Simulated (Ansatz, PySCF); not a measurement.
Gas-phase reaction in SMILES: C=CC=C + 2 C (CH4) → 2 C=C (C2H4) [ethene] + CC (C2H6) [ethane]

Wanted: bond separation energy (electronic), in kcal/mol. Set-up: spin-orbit terms left out; no dispersion term unless named; non-relativistic. First-principles rows: single points at B3LYP-D3(BJ) geometries (Ansatz, a quantum-chemistry and plane-wave program).

| species | coefficient | E at BP86/def2-SVP (PySCF), Eh | E at PBE/def2-TZVPD (Ansatz), Eh |
|---|---|---|---|
| C=CC=C | -1 | -155.86924 | -155.82946 |
| C (CH4) | -2 | -40.48104 | -40.46301 |
| C=C (C2H4) | +2 | -78.52295 | -78.50050 |
| CC (C2H6) | +1 | -79.76158 | -79.73096 |

 1 Eh = 627.5095 kcal/mol.

**Question.** Compute it at each level from the table.

**Answer.** 
- BP86/def2-SVP: the sum of coefficient times E is 0.02384 Eh, or 14.96 kcal/mol. Result: 15.0 kcal/mol.
- PBE/def2-TZVPD: the sum of coefficient times E is 0.02352 Eh, or 14.76 kcal/mol. Result: 14.8 kcal/mol.
